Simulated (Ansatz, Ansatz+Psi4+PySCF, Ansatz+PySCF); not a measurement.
```xyz
2

Cl    0.0000    0.0000    0.0711
H     0.0000    0.0000   -1.2089
```

Basis set: cc-pVTZ on H; cc-pV(T+d)Z on Cl (spherical functions). Left uncorrelated: 5 orbitals. Charge 0, multiplicity 1.

Computed with Ansatz (development build ahead of 0.2.0); each method stands on the lowest determinant of its kind that the runs found. Restricted open shells among the atoms or ions are ROHF, correlated in semicanonical orbitals with singles.

Question: Give the atomization energy at this shape (free ground-state atoms in the same class of orbitals less the molecule, no zero-point energy) of singlet HCl by RHF-CCSD(T), UHF-MP2, RHF-MP2.

Answer:

| method | atomization energy |
| --- | --- |
| RHF-CCSD(T) | 437.0 kJ/mol |
| UHF-MP2 | 438.9 kJ/mol |
| RHF-MP2 | 436.2 kJ/mol |
